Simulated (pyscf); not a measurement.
PySCF, gas phase, ωB97X-D3(BJ)/def2-SVP geometries.

Problem. Estimate the classical barrier height and the reaction energy of `[BH2][NH2]` + `[SiH4]` → `[NH2][BH][SiH3]` + `[H][H]` at ωB97M-D3(BJ)/def2-TZVP. The step runs on the singlet surface, breaks B–H, H–Si and forms B–Si, H–H; take the separated reactants as zero.

Solution. ΔE‡ = 162.7 kJ/mol, ΔE = +41.7 kJ/mol. Zero-point energy shifts the barrier by +2.4 kJ/mol. It is a four-centre exchange, with an imaginary mode of 949i cm⁻¹. At the saddle there is also a short B–H contact that neither side keeps. The same reactants have a lower exit, to BH₃ + H₂N–SiH₃ (highest point, the separated products, at +116.0 kJ/mol at ωB97M-D3(BJ)/def2-TZVP, against +162.7 kJ/mol here). H₂N–BH–SiH₃ lies 55.2 kJ/mol over its isomer H₂B–NH–SiH₃ (electronic energy, ωB97M-D3(BJ)/def2-TZVP). This is the saddle that the search found; another between the same sides may lie lower.
